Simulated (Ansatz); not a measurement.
# S2F2 (Difluorodisulfane): CCSD(T)/STO-3G

What is the vertical ionisation energy of S2F2 (Difluorodisulfane) at CCSD(T)/STO-3G? 

The results are computed with Ansatz 0.2.0.

40 further runs of the same task are left out: 7 that didn't finish, 33 set aside as unsound or not needed.

## (1) Starting point

The species is S2F2 (4 atoms), meant as a singlet with charge 0. SMILES: `FSSF`. Geometry: relaxed at PBE0-D4/def2-TZVP.

Bond lengths: F1–S2 1.631 Å, S2–S3 1.890 Å, S3–F4 1.631 Å. Angles: F1–S2–S3 108.6°, S2–S3–F4 108.6°.

## (2) A single-point energy at CCSD(T)/STO-3G

run.yaml reads:

```yaml
crystal:
  periodic: [false, false, false]
  atoms:
    - {symbol: F, position_ang: [-1.783750, -0.199930, -0.621590]}
    - {symbol: S, position_ang: [-0.467670, 0.764150, -0.632370]}
    - {symbol: S, position_ang: [1.044990, -0.276390, -0.184720]}
    - {symbol: F, position_ang: [1.206410, -0.287820, 1.438680]}
basis:
  gaussian: {orbitals: STO-3G}
correlation: {method: ccsd_t, frozen_orbitals: {F: 1, S: 5}}
accuracy: high
scf: {omitted_lower_state_checks: [cluster_reference, increment]}
```

Command:

```sh
$ ansatz run run.yaml --threads 1 --pin off --max-ram 3480MiB --events-out events.jsonl --progress --plain --runs-dir runs
```

Output, cut to the lines that bear on the results:

```text
Warning: RAYON_NUM_THREADS=1 ignored (pool sized by the plan → 1); use --threads N
Functional definition: HF
  name "HF"
[...]
522 factors; integrals over basis functions are off by at most 2.6e-8 eV
[...]
mean field -26730.61290192 eV, -982.3319054854 hartree, gradient 6.4e-9 eV, S^2 0.000000; 0 other end points of the search recorded, 0 dependent functions left out
12 core orbitals not correlated: weight in the atoms' cores, before any rotation towards them, 1.000 or more for the frozen orbitals, at most 0.000 for the correlated occupied ones
reference -26730.61290192 eV, -982.3319054854 hartree; 13, 13 occupied and 3, 3 virtual orbitals, 522 factors
second order -2.09675368 eV of doubles, -0.00000000 eV of singles
cycle   1  -2.58870565 eV  change   -4.9e-1 eV  update   7.3e-2
[...]
cycle  23  -2.90829861 eV  change  -5.1e-10 eV  update   2.3e-9
perturbative correction -0.05475280 eV, -0.0020121282 hartree
Total energy: -26733.57595333 eV, -982.4407956164 hartree
Checks for a lower state left out: cluster_reference, increment
```

Wall time 0.34 s (1 thread of Arm Neoverse V2, shared host).

## (3) The doublet cation

input.yaml reads:

```yaml
crystal:
  periodic: [false, false, false]
  atoms:
    - {symbol: F, position_ang: [-1.783750, -0.199930, -0.621590]}
    - {symbol: S, position_ang: [-0.467670, 0.764150, -0.632370]}
    - {symbol: S, position_ang: [1.044990, -0.276390, -0.184720]}
    - {symbol: F, position_ang: [1.206410, -0.287820, 1.438680]}
basis:
  gaussian:
    orbitals: STO-3G
scf:
  omitted_lower_state_checks: [cluster_reference, increment]
accuracy: high
correlation:
  method: ccsd_t
  frozen_orbitals: {F: 1, S: 5}
total_charge: 1
magnetization:
  spin_polarized: true
  initial_magnetization: 1
```

Command:

```sh
$ ansatz run input.yaml --threads 1 --pin off --max-ram 3480MiB --events-out events.jsonl --progress --plain --runs-dir runs
```

Output, cut to the lines that bear on the results:

```text
Warning: RAYON_NUM_THREADS=1 ignored (pool sized by the plan → 1); use --threads N
[... 2 set-up lines as earlier in the session ...]
[...]
522 factors; integrals over basis functions are off by at most 2.6e-8 eV
[...]
mean field -26723.52375120 eV, -982.0713840015 hartree, gradient 1.9e-8 eV, S^2 0.802021; 9 other end points of the search recorded, 0 dependent functions left out
12 core orbitals not correlated: weight in the atoms' cores, before any rotation towards them, 1.000 or more for the frozen orbitals, at most 0.000 for the correlated occupied ones
reference -26723.52375120 eV, -982.0713840015 hartree; 13, 12 occupied and 3, 4 virtual orbitals, 522 factors
second order -2.56492129 eV of doubles, -0.00000000 eV of singles
cycle   1  -3.11020675 eV  change   -5.5e-1 eV  update   1.1e-1
[...]
cycle  50  -3.78743199 eV  change   5.4e-10 eV  update  4.5e-10
perturbative correction -0.17615203 eV, -0.0064734675 hartree
Total energy: -26727.48733522 eV, -982.2170430276 hartree
Checks for a lower state left out: cluster_reference, increment
```

Run time: 2.2 s. Hardware: 1 thread of Arm Neoverse V2, shared host.

## (4) What came out

Level: CCSD(T)/STO-3G, 12 core orbitals frozen.

```
                                                    quantity          value
                                  singlet S2F2: total energy  -982.44080 Eh
  singlet S2F2: correlation energy (12 core orbitals frozen)     -108.9 mEh
                                singlet S2F2: (T) correction      -2.01 mEh
                                 singlet S2F2: T1 diagnostic          0.011
                                doublet cation: total energy  -982.21704 Eh
doublet cation: correlation energy (12 core orbitals frozen)     -145.7 mEh
                              doublet cation: (T) correction      -6.47 mEh
           doublet cation: ⟨S²⟩ of the reference determinant          0.802
                               doublet cation: T1 diagnostic          0.084
          vertical ionisation energy (to the doublet cation)       6.089 eV
```

**Reading.** Removing an electron at fixed nuclei costs 6.09 eV (587 kJ/mol). In a minimal basis such a difference can be off by several eV, whatever the method. The triples (singlet S2F2) make up 1.8 % of the correlation energy. The T1 diagnostic (doublet cation) of 0.084 is above the customary mark for such species, so a single reference may not serve. The triples (doublet cation) make up 4.4 % of the correlation energy.
